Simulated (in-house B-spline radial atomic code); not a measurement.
Ar. Computed with a B-spline radial atomic code. Model: non-relativistic spherical atom: semilocal Troullier-Martins pseudo-atom, one channel per l, against all electrons, high spin, G0W0 and RPA with empty states to l = 8, local potential for every l without a channel, a model core (radius 0 = none) keeps its share of the functional.

What the tables leave out is listed at the end.

The pseudopotential gives back the lowest level of each angular momentum of its own functional in the configuration it was made in; a second state of the same l is only approximately right. Exact exchange, RPA and GW see the smooth pseudo-orbitals and miss the exchange with the core, for which the functional's share stands in. The column with an uncorrelated core keeps all orbitals and exact exchange, and so separates missing core correlation from pseudisation. Only the three outermost levels and the lowest empty one were computed. RPA here is direct RPA, with no exchange kernel, and its energies carry an (l + 1/2)⁻⁴ tail. A hybrid on a potential with a model core restores only its own semilocal share of the core's exchange.

Command:
```bash
python run_psgw.py task.json out
```
Settings (lengths in bohr, energies in hartree):
```
Z                      18
electrons              18
configuration          [Ne] 3s2 3p6
generated_in           [Ne] 3s2 3p6
functional             pbe,pbe
core_shells            3
radius_factor          1.15
core_correction        True
```

Cost of the run: 18 s on 1 thread of Arm Neoverse N1, with other jobs on the host.

Given: made with PBE; model core radius 0.735 bohr; local radius 1.381 bohr; mean-field start PBE.

Valence shells of the generating configuration: 3s, 3p.

Channel: s 1.363, p 1.481 (radii in bohr).

Computed: largest level miss in the spin-unpolarised generating configuration 0.001 eV; valence RPA correlation energy all-electron orbitals -0.43053 hartree; valence RPA correlation energy pseudo -0.41946 hartree; pseudo-atom RPA polarisability 10.465 bohr³.

```tsv
level	occupied	mean-field all-electron (eV)	mean-field pseudo minus all (eV)	G0W0 all-electron (eV)	G0W0 uncorrelated core minus all (eV)	G0W0 pseudo minus all (eV)	exchange self-energy all-electron (eV)	exchange self-energy pseudo (eV)
3p	1	-10.286	0	-15.416	0.107	-0.037	-23.812	-21.44
```

Q: What is the all-electron RPA polarisability, core included?

A: 10.619 bohr³.

Given: mean-field start PBE0.

Computed: valence RPA correlation energy pseudo -0.39088 hartree; all-electron RPA polarisability, core included 9.2297 bohr³; pseudo-atom RPA polarisability 9.1226 bohr³.

```csv
level,occupied,mean-field all-electron (eV),mean-field pseudo minus all (eV),G0W0 all-electron (eV),G0W0 uncorrelated core minus all (eV),G0W0 pseudo minus all (eV),exchange self-energy all-electron (eV),exchange self-energy pseudo (eV)
3p,1,-11.979,-0.007,-15.759,0.11,-0.027,-23.813,-21.458
```

Q: What is the valence RPA correlation energy all-electron orbitals?

A: -0.39888 hartree.

Among the listed levels the largest G0W0 shift of the pseudo-atom is -0.04 eV, for 3p on the PBE start, while leaving the core uncorrelated moves that level by +0.11 eV. The rest, -0.14 eV, comes from pseudisation and the lost core exchange. Not in the tables (levels of low weight, unsolved or above zero; the highest and the empty levels are kept at any weight): on PBE the G0W0 levels 3s (pseudo minus all -0.44 eV, weights 0.20 and -0.14); on PBE0 the G0W0 levels 3s (pseudo minus all -0.08 eV, weights 0.16 and 0.15); no Hartree-Fock pseudo-atom is run with a model core.
